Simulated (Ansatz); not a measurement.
C3H4FN can be A, `FC1=CCN1`, or B, `N=C1CC1F`.

Program: Ansatz. Geometries: PBE0-D4/def2-TZVP. ΔE: electronic, gas phase. CCSD(T)/CBS is the MP2 limit (def2-TZVPP, def2-QZVPP) plus CCSD(T) − MP2 in def2-TZVPP, frozen cores. Functionals use def2-TZVPP. B3LYP here is the variant with VWN-RPA as its local correlation; programs differ in this. Each species was taken in one conformer, which may not be the lowest.

**Question.** Which isomer does CCSD(T)/CBS put lower? Give the gap. (Estimate.)

**Answer.** Ansatz gave: A, by 38.3 kJ/mol.

**Question.** Give E(B) − E(A) in kJ/mol with MP2/def2-TZVPP, PBE-D4, BLYP-D4, CCSD(T)/def2-SVP, CCSD/def2-TZVPP, B2PLYP, B3LYP-D4. (An estimate is asked.)

**Answer.** Ansatz gave: MP2/def2-TZVPP 42.2, PBE-D4 33.9, BLYP-D4 24.3, CCSD(T)/def2-SVP 29.6, CCSD/def2-TZVPP 33.9, B2PLYP 32.0, B3LYP-D4 28.2. None reverses the order clearly.

**Question.** Does the order hold for the free energy at 298.15 K (harmonic terms from PBE0-D4)? (An estimate is asked.)

**Answer.** The calculation gave: Yes: G(B) − G(A) = +31.3 kJ/mol, for one conformer each.

Largest T1 diagnostic: 0.012.

From PBE to PBE0 (25 % exact exchange), in def2-TZVPP and without D4, E(B) − E(A) moves by +4.3 kJ/mol. In def2-TZVPP, CCSD(T) changes the Hartree–Fock value by +8.0 kJ/mol (the triples alone add +1.8 kJ/mol) and MP2 by +14.5 kJ/mol.
